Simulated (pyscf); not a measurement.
**Hydrogen shift: H₃C–S• (SMILES C[S]) → •H₂C–SH (SMILES [CH2]S)**

Gas phase, doublet surface, charge 0. Bonds broken: C1–H3. Bonds formed: S2–H3. PySCF, gas phase, ωB97X-D3(BJ)/def2-SVP geometries. MP2 and CC: frozen core, UHF for open shells. ΔMP2 is the change of the MP2 total energy from the triple- to the quadruple-zeta basis.

Transition state (Å):

```xyz
5

C     -1.5305    -0.6341     0.4089
S     -0.4423     0.7394     0.7052
H     -0.2948    -0.2718    -0.3186
H     -2.4186    -0.4972    -0.2163
H     -1.4042    -1.5592     0.9805
```

One imaginary mode, 1627i cm⁻¹; descent along it reached the two sides named.

```csv
bond,change,reactant side (Å),saddle,product side
C1–H3,breaks,1.105,1.479,2.330
S2–H3,forms,2.360,1.447,1.346
```

Electronic energies relative to the reactant's lowest minimum found (kJ/mol):

```
level                             barrier  reaction energy  reverse barrier
--------------------------------  -------  ---------------  ---------------
ωB97X-D3(BJ)/def2-TZVP              172.6            +43.5            129.1
PBE/def2-TZVP                       150.2            +36.0            114.1
r²SCAN/def2-TZVP                    156.1            +33.1            122.9
B3LYP-D3(BJ)/def2-TZVP              170.1            +42.2            127.9
PBE0-D3(BJ)/def2-TZVP               162.7            +40.5            122.2
M06-2X/def2-TZVP                    172.4            +49.5            122.9
ωB97M-D3(BJ)/def2-TZVP              169.3            +42.9            126.4
HF/def2-TZVP                        215.3            +57.2            158.1
MP2/def2-QZVPP                      172.0            +46.8            125.2
CCSD/def2-TZVPP                     179.6            +48.6            131.0
CCSD(T)/def2-TZVPP                  171.9            +46.2            125.7
CCSD(T)/def2-TZVPP + ΔMP2(QZVPP)    169.9            +44.2            125.7
```

With CCSD(T)/def2-TZVPP + ΔMP2(QZVPP) energies and thermal terms (ideal gas, 1 atm, RRHO with modes under 100 cm⁻¹ raised to 100, one conformer, R ln 2 for rigid chiral ones), in kJ/mol:

```csv
T (K),ΔH‡,ΔG‡,ΔH,ΔG
298,153.8,153.3,+35.4,+30.3
600,154.3,152.5,+38.1,+23.9
900,154.0,151.6,+39.7,+16.4
1200,153.0,151.0,+40.7,+8.4
```

One saddle was located; it need not be the lowest between these sides. The CCSD(T) − MP2 part came from Ansatz, without density fitting, on the same reference. The orbital near-degeneracy of the XH₃O or XH₃S radical is left out.
